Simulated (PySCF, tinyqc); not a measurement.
Inside a calculation. Method: MP2 on RHF in the sto-6g basis, frozen core, for CH2, spin multiplicity 1. The lowest restricted solution is unstable here: a spin-polarised one lies 0.0351 hartree lower (PySCF). One step of it, computed by the program tinyqc.

Task: Iteration 1: building the Fock matrix. J_ij = sum D_kl (ij|kl), K_ij = sum D_kl (ik|jl); F = H + J - 0.5 K; E = tr D H + tr D J / 2 - 0.25 tr D K + E_nn.

D at the start, order 1C 1s, 1C 2s, 1C 2px, 1C 2py, 1C 2pz, 2H 1s, 3H 1s:
$$\begin{pmatrix}
2.136516 & -0.490672 & 0.000000 & 0.000000 & 0.016203 & -0.024290 & -0.024290 \\
-0.490672 & 2.032806 & 0.000000 & 0.000000 & -0.065179 & 0.083595 & 0.083595 \\
0.000000 & 0.000000 & 0.658468 & 0.000000 & 0.000000 & 0.000000 & 0.000000 \\
0.000000 & 0.000000 & 0.000000 & 0.592974 & 0.000000 & 0.047015 & -0.047015 \\
0.016203 & -0.065179 & 0.000000 & 0.000000 & 0.620404 & 0.018908 & 0.018908 \\
-0.024290 & 0.083595 & 0.000000 & 0.047015 & 0.018908 & 0.951363 & 0.058421 \\
-0.024290 & 0.083595 & 0.000000 & -0.047015 & 0.018908 & 0.058421 & 0.951363
\end{pmatrix}$$

core Hamiltonian H = T + V (hartree), order 1C 1s, 1C 2s, 1C 2px, 1C 2py, 1C 2pz, 2H 1s, 3H 1s:
$$\begin{pmatrix}
-18.988858 & -4.366487 & 0.000000 & 0.000000 & -0.025100 & -1.406058 & -1.406058 \\
-4.366487 & -5.674925 & 0.000000 & 0.000000 & -0.231345 & -2.802367 & -2.802367 \\
0.000000 & 0.000000 & -4.590734 & 0.000000 & 0.000000 & 0.000000 & 0.000000 \\
0.000000 & 0.000000 & 0.000000 & -4.776932 & 0.000000 & -1.748221 & 1.748221 \\
-0.025100 & -0.231345 & 0.000000 & 0.000000 & -4.695991 & -1.385305 & -1.385305 \\
-1.406058 & -2.802367 & 0.000000 & -1.748221 & -1.385305 & -3.853283 & -1.086575 \\
-1.406058 & -2.802367 & 0.000000 & 1.748221 & -1.385305 & -1.086575 & -3.853283
\end{pmatrix}$$

Two-electron integrals (ij|kl) in chemists' order, unique and non-zero (hartree):
```
(11|11) 3.543743    (21|11) 0.529462    (21|21) 0.100317    (22|11) 0.853596
(22|21) 0.199930    (22|22) 0.624844    (31|31) 0.021271    (32|31) 0.031868
(32|32) 0.138108    (33|11) 0.853598    (33|21) 0.199930    (33|22) 0.624843
(33|33) 0.673218    (41|41) 0.021271    (42|41) 0.031868    (42|42) 0.138108
(43|43) 0.036281    (44|11) 0.853598    (44|21) 0.199930    (44|22) 0.624843
(44|33) 0.600655    (44|44) 0.673218    (51|51) 0.021271    (52|51) 0.031868
(52|52) 0.138108    (53|53) 0.036281    (54|54) 0.036281    (55|11) 0.853598
(55|21) 0.199930    (55|22) 0.624843    (55|33) 0.600655    (55|44) 0.600655
(55|55) 0.673218    (61|11) 0.179090    (61|21) 0.032607    (61|22) 0.063738
(61|33) 0.063495    (61|41) 0.001698    (61|42) 0.003252    (61|44) 0.063961
(61|51) 0.001276    (61|52) 0.002445    (61|54) 0.000350    (61|55) 0.063758
(61|61) 0.010900    (62|11) 0.376360    (62|21) 0.089175    (62|22) 0.300770
(62|33) 0.294177    (62|41) 0.007178    (62|42) 0.045197    (62|44) 0.306813
(62|51) 0.005397    (62|52) 0.033982    (62|54) 0.009501    (62|55) 0.301320
(62|61) 0.029768    (62|62) 0.181415    (63|31) 0.010226    (63|32) 0.050287
(63|43) 0.009132    (63|53) 0.006866    (63|63) 0.023983    (64|11) 0.241472
(64|21) 0.058090    (64|22) 0.207547    (64|33) 0.197060    (64|41) 0.014348
(64|42) 0.079504    (64|44) 0.223755    (64|51) 0.003100    (64|52) 0.021966
(64|54) 0.013205    (64|55) 0.201826    (64|61) 0.020472    (64|62) 0.149095
(64|64) 0.144341    (65|11) 0.181554    (65|21) 0.043675    (65|22) 0.156047
(65|33) 0.148162    (65|41) 0.003100    (65|42) 0.021966    (65|44) 0.154500
(65|51) 0.012556    (65|52) 0.066803    (65|54) 0.013898    (65|55) 0.165477
(65|61) 0.015392    (65|62) 0.112099    (65|64) 0.090492    (65|65) 0.092021
(66|11) 0.508035    (66|21) 0.122703    (66|22) 0.463989    (66|33) 0.439498
(66|41) 0.013590    (66|42) 0.109457    (66|44) 0.486436    (66|51) 0.010218
(66|52) 0.082297    (66|54) 0.035290    (66|55) 0.466032    (66|61) 0.041873
(66|62) 0.339769    (66|64) 0.310254    (66|65) 0.233268    (66|66) 0.774999
(71|11) 0.179090    (71|21) 0.032607    (71|22) 0.063738    (71|33) 0.063495
(71|41) -0.001698   (71|42) -0.003252   (71|44) 0.063961    (71|51) 0.001276
(71|52) 0.002445    (71|54) -0.000350   (71|55) 0.063758    (71|61) 0.010602
(71|62) 0.028068    (71|64) 0.017235    (71|65) 0.014496    (71|66) 0.038386
(71|71) 0.010900    (72|11) 0.376360    (72|21) 0.089175    (72|22) 0.300770
(72|33) 0.294177    (72|41) -0.007178   (72|42) -0.045197   (72|44) 0.306813
(72|51) 0.005397    (72|52) 0.033982    (72|54) -0.009501   (72|55) 0.301320
(72|61) 0.028068    (72|62) 0.139427    (72|64) 0.080402    (72|65) 0.084004
(72|66) 0.212048    (72|71) 0.029768    (72|72) 0.181415    (73|31) 0.010226
(73|32) 0.050287    (73|43) -0.009132   (73|53) 0.006866    (73|63) 0.017589
(73|73) 0.023983    (74|11) -0.241472   (74|21) -0.058090   (74|22) -0.207547
(74|33) -0.197060   (74|41) 0.014348    (74|42) 0.079504    (74|44) -0.223755
(74|51) -0.003100   (74|52) -0.021966   (74|54) 0.013205    (74|55) -0.201826
(74|61) -0.017235   (74|62) -0.080402   (74|64) -0.029853   (74|65) -0.047307
(74|66) -0.108695   (74|71) -0.020472   (74|72) -0.149095   (74|74) 0.144341
(75|11) 0.181554    (75|21) 0.043675    (75|22) 0.156047    (75|33) 0.148162
(75|41) -0.003100   (75|42) -0.021966   (75|44) 0.154500    (75|51) 0.012556
(75|52) 0.066803    (75|54) -0.013898   (75|55) 0.165477    (75|61) 0.014496
(75|62) 0.084004    (75|64) 0.047307    (75|65) 0.067107    (75|66) 0.137022
(75|71) 0.015392    (75|72) 0.112099    (75|74) -0.090492   (75|75) 0.092021
(76|11) 0.134927    (76|21) 0.032096    (76|22) 0.112483    (76|33) 0.109320
(76|44) 0.112137    (76|51) 0.003187    (76|52) 0.021447    (76|55) 0.115992
(76|61) 0.010513    (76|62) 0.063244    (76|64) 0.044498    (76|65) 0.042941
(76|66) 0.113082    (76|71) 0.010513    (76|72) 0.063244    (76|74) -0.044498
(76|75) 0.042941    (76|76) 0.026304    (77|11) 0.508035    (77|21) 0.122703
(77|22) 0.463989    (77|33) 0.439498    (77|41) -0.013590   (77|42) -0.109457
(77|44) 0.486436    (77|51) 0.010218    (77|52) 0.082297    (77|54) -0.035290
(77|55) 0.466032    (77|61) 0.038386    (77|62) 0.212048    (77|64) 0.108695
(77|65) 0.137022    (77|66) 0.323825    (77|71) 0.041873    (77|72) 0.339769
(77|74) -0.310254   (77|75) 0.233268    (77|76) 0.113082    (77|77) 0.774999
```

nuclear repulsion = 6.62549905 hartree

Give: Coulomb J; exchange K; Fock matrix F; total energy of this density.

Result:

Coulomb J (hartree), order 1C 1s, 1C 2s, 1C 2px, 1C 2py, 1C 2pz, 2H 1s, 3H 1s:
$$\begin{pmatrix}
11.535 & 2.092 & 0.000 & 0.000 & 0.020 & 0.690 & 0.690 \\
2.092 & 5.109 & 0.000 & 0.000 & 0.162 & 2.499 & 2.499 \\
0.000 & 0.000 & 5.059 & 0.000 & 0.000 & 0.000 & 0.000 \\
0.000 & 0.000 & 0.000 & 5.154 & 0.000 & 1.728 & -1.728 \\
0.020 & 0.162 & 0.000 & 0.000 & 5.112 & 1.353 & 1.353 \\
0.690 & 2.499 & 0.000 & 1.728 & 1.353 & 3.965 & 0.943 \\
0.690 & 2.499 & 0.000 & -1.728 & 1.353 & 0.943 & 3.965
\end{pmatrix}$$

exchange K (hartree), order 1C 1s, 1C 2s, 1C 2px, 1C 2py, 1C 2pz, 2H 1s, 3H 1s:
$$\begin{pmatrix}
7.311 & 1.196 & 0.000 & 0.000 & 0.032 & 0.442 & 0.442 \\
1.196 & 2.011 & 0.000 & 0.000 & 0.223 & 1.199 & 1.199 \\
0.000 & 0.000 & 0.848 & 0.000 & 0.000 & 0.000 & 0.000 \\
0.000 & 0.000 & 0.000 & 1.080 & 0.000 & 0.527 & -0.527 \\
0.032 & 0.223 & 0.000 & 0.000 & 0.977 & 0.475 & 0.475 \\
0.442 & 1.199 & 0.000 & 0.527 & 0.475 & 1.383 & 0.584 \\
0.442 & 1.199 & 0.000 & -0.527 & 0.475 & 0.584 & 1.383
\end{pmatrix}$$

Fock matrix F (hartree), order 1C 1s, 1C 2s, 1C 2px, 1C 2py, 1C 2pz, 2H 1s, 3H 1s:
$$\begin{pmatrix}
-11.110 & -2.873 & 0.000 & 0.000 & -0.022 & -0.937 & -0.937 \\
-2.873 & -1.572 & 0.000 & 0.000 & -0.181 & -0.904 & -0.904 \\
0.000 & 0.000 & 0.045 & 0.000 & 0.000 & 0.000 & 0.000 \\
0.000 & 0.000 & 0.000 & -0.163 & 0.000 & -0.284 & 0.284 \\
-0.022 & -0.181 & 0.000 & 0.000 & -0.072 & -0.270 & -0.270 \\
-0.937 & -0.904 & 0.000 & -0.284 & -0.270 & -0.580 & -0.435 \\
-0.937 & -0.904 & 0.000 & 0.284 & -0.270 & -0.435 & -0.580
\end{pmatrix}$$

total energy of this density = -38.82136 hartree

This density is the starting one; it is not idempotent, so its energy is not variational and may lie below the converged one.
